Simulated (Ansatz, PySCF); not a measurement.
Reaction (SMILES): [C]#C → [C-]#C (an electron is taken up)
Each molecule is optimised on its own at B3LYP-D3(BJ)/def2-TZVP (Ansatz, a program for electronic structure). Markedly spin-contaminated UHF reference, which strains HF, MP2 and, less, CCSD(T): [C]#C. High T1 diagnostic, so coupled cluster is less sure: [C]#C.

Wanted: adiabatic electron affinity (0 K, with B3LYP-D3(BJ) harmonic zero-point energies from PySCF), positive where the reaction releases energy, in eV. Valence correlation only, unless marked. UHF or UKS for open shells. Spin-orbit coupling is left out. Non-relativistic. Anions need diffuse functions: def2-D sets add few. Basis-set limits of correlation are two-point, X^-3; Hartree-Fock from the larger set.

| level | program | adiabatic electron affinity (eV) |
|---|---|---|
| BLYP-D4/def2-TZVPD | Ansatz + dftd4 | ___ |
| revPBE/def2-TZVPD | Ansatz | 2.87 |
| B3LYP-D4/def2-TZVPD | Ansatz + dftd4 | ___ |
| BHLYP-D4/def2-TZVPD | Ansatz + dftd4 | 2.81 |
| LC-wPBE-D4/def2-TZVPD | Ansatz + dftd4 | 2.87 |
| CCSD/def2-QZVPPD | Ansatz | ___ |
| CCSD(T)/CBS(def2-TZVPPD,def2-QZVPPD) | Ansatz | 2.97 |

Task: Some entries are withheld; supply them.

Result: 
- BLYP-D4/def2-TZVPD, adiabatic electron affinity (eV): 2.96
- B3LYP-D4/def2-TZVPD, adiabatic electron affinity (eV): 3.05
- CCSD/def2-QZVPPD, adiabatic electron affinity (eV): 2.82
